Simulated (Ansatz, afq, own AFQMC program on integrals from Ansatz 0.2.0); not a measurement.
**Where AFQMC and coupled cluster stand for NHO, triplet**

```yaml
atoms:
  - { symbol: N, position_ang: [0.0000, -0.0661, 0.8149] }
  - { symbol: O, position_ang: [0.0000, 0.1125, -0.6428] }
  - { symbol: H, position_ang: [0.0000, -0.8663, -1.1206] }
```

Connectivity, by distances: N–OH.

Basis cc-pVDZ. Noble-gas cores (and the filled d shells of Ga–Kr and In–Xe) are frozen. Ansatz 0.2.0 and our own AFQMC program on the same integrals; the CISD trial comes from CCSD amplitudes, and released means the phaseless constraint is let go. Error bars are statistical, one sigma.

Determinant: UHF, the one that the program's search chose, which needn't be the lowest solution. The geometry is a point of a scan.

No full CI on the walks' own integrals is used here; CCSDT(Q) serves as the reference and is uncertain by about the last step of the cluster series.

Cautions: lower spins were not checked; the released energies are still falling, so no released level is given (meV from the phaseless value at times in 1/Eh: -4 ± 24 at 0.24, -1 ± 17 at 0.51, -31 ± 18 at 0.99, -37 ± 22 at 1.62, -59 ± 26 at 2.40), though the last usable value meets CCSDT(Q) within the noise.

```
T1 diagnostic                               : 0.0285
weight of the determinant in the CISD state : 0.885
⟨S²⟩ of the determinant                     : 2.027
size of the correlated space                : 12 electrons in 31 orbitals
```

Reference: CCSDT(Q), correlation energy -9.088 eV.

```json
{"level": "HF", "E − E(reference) (kJ/mol)": "876.8", "share of correlation (%)": "0.00"}
{"level": "MP2", "E − E(reference) (kJ/mol)": "89.5", "share of correlation (%)": "89.79"}
{"level": "CCSD", "E − E(reference) (kJ/mol)": "29.4", "share of correlation (%)": "96.65"}
{"level": "CCSD(T)", "E − E(reference) (kJ/mol)": "5.9", "share of correlation (%)": "99.32"}
{"level": "CCSDT", "E − E(reference) (kJ/mol)": "3.1", "share of correlation (%)": "99.64"}
{"level": "ph-AFQMC/CISD", "E − E(reference) (kJ/mol)": "2.1 ± 1.3", "share of correlation (%)": "99.76"}
```

A walk keeps the symmetry of its determinant, which the program's search chose and which needn't be the lowest solution, so a lower state of the same spin and another symmetry isn't excluded.
